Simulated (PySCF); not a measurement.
Task: Write Cartesian coordinates for InChI=1S/C4H8O2/c1-4(5)3-6-2/h3,5H,1-2H3/p-1/b4-3- as optimised with GFN2-xTB. (Charge -1.)

Result: 
```
atom  x, y, z in Å
C1     2.1336    0.6204   -0.1036
O2     1.1430    0.9294   -1.0440
C3    -0.0798    0.2243   -0.8150
C4    -0.6864    0.0466    0.3859
C5    -1.9965   -0.7778    0.3321
O6    -0.3073    0.4509    1.5328
H7     2.9368    1.3555   -0.2190
H8     2.5485   -0.3901   -0.2685
H9     1.7210    0.6680    0.9096
H10   -0.4676   -0.1914   -1.7373
H11   -2.7948   -0.2176    0.8202
H12   -2.2922   -1.0057   -0.6911
H13   -1.8627   -1.7120    0.8802
```

Any rigid rotation of these coordinates is as good. Atoms count from 1 in this order. C3 (carbon bonded to C, O and H) is planar (angles 126.0°, 122.9° and 111.0°, sum 360.0°, 0.01 Å off the plane of its three neighbours). The C–O distances run from 1.274 Å (C4–O6, drawn single in one of several resonance forms) to 1.430 Å (O2–C3, drawn single), a spread of 0.156 Å. Of the pairs four or more bonds apart, O6···H9 is among the closest relative to their van der Waals radii: 2.13 Å, 78 % of the sum of Bondi's values. The C–C distances run from 1.357 Å (C3=C4, drawn double in one of several resonance forms) to 1.549 Å (C4–C5, drawn single), a spread of 0.192 Å.

Bonds between heavy atoms (Å): C1–O2 1.400, O2–C3 1.430, C3=C4 1.357, C4–C5 1.549, C4–O6 1.274.

The geometry is computed with GFN2-xTB (gas phase).

Point group: C1 (no symmetry element, even within 0.4 Å). GFN2-xTB frequencies: not computed here. Torsions: C1–O2–C3–C4 44°.

One conformer stands for the species.
